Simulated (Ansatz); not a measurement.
## Ansatz (development build ahead of 0.2.0) run

```yaml
crystal:
  periodic: [false, false, false]
  atoms:
    - { symbol: B, position_ang: [0.0, 0.0, 0.0] }
    - { symbol: H, position_ang: [0.78078, 0.78078, 0.78078] }
    - { symbol: H, position_ang: [0.78078, -0.78078, -0.78078] }
    - { symbol: H, position_ang: [-0.78078, 0.78078, -0.78078] }
    - { symbol: H, position_ang: [-0.78078, -0.78078, 0.78078] }
basis:
  gaussian: { orbitals: def2-TZVP }
total_charge: -1
hamiltonian:
  xc: hf
```

The input is written out in the form of the current development build from the run's settings.

The run gave:

- Converged: yes
- Total energy: -26.97146 hartree
- Spin squared of the determinant: 0.000

Caution: no diffuse functions for an anion.
